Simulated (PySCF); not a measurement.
Calculation: ωB97X-D3(BJ)/def2-TZVP // B3LYP-D3(BJ)/def2-TZVP run with PySCF. Isolated molecules, 0 K electronic values unless said otherwise. 

Reference species (SMILES): `C#C` (neutral, multiplicity 1).

```json
{
 "S1 oscillator strength": "0.000",
 "HOMO–LUMO gap": "14.05 eV",
 "HOMO": "-10.96 eV"
}
```

Changed species: `C#CCC#N` (X = cyanomethyl; the reference has X = H).

**Question.** Predict the effect on the S1 oscillator strength, HOMO–LUMO gap and HOMO.

**Answer.** the S1 oscillator strength hardly moves; the HOMO–LUMO gap decreases by 0.78 eV, to 13.27 eV; the HOMO falls by 0.05 eV, to -11.01 eV.
